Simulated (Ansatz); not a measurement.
System: chalcopyrite ZnGeP₂. Method: RPBE (plane waves, PAW; Ansatz, an electronic-structure program).

Run with plane-wave cutoff 520 eV, 10×10×10 k mesh, Fermi–Dirac smearing 0.01 eV, scalar-relativistic PAW data made under PBE.

On both sides of the equilibrium volume: at 20.668 Å³/atom the pressure is 1.45 GPa and the direct gap at Γ 1.229 eV; at 21.512 Å³/atom they are -1.27 GPa and 0.964 eV. The fitted bulk modulus is 67.9 GPa.

**Question.** Work out the volume deformation potential of this gap and its pressure coefficient, in two ways.

**Answer.** a_V = dE_g/d ln V = (0.964 − 1.229)/ln(21.512/20.668) = -6.62 eV. Since dP = −B d ln V, dE_g/dP = −a_V/B = 97 meV/GPa. Straight from the pressures: (1.229 − 0.964)/(1.45 − (-1.27)) = 97 meV/GPa. At this level and over this range the gap at Γ widens under pressure.

Spin–orbit coupling is not included.
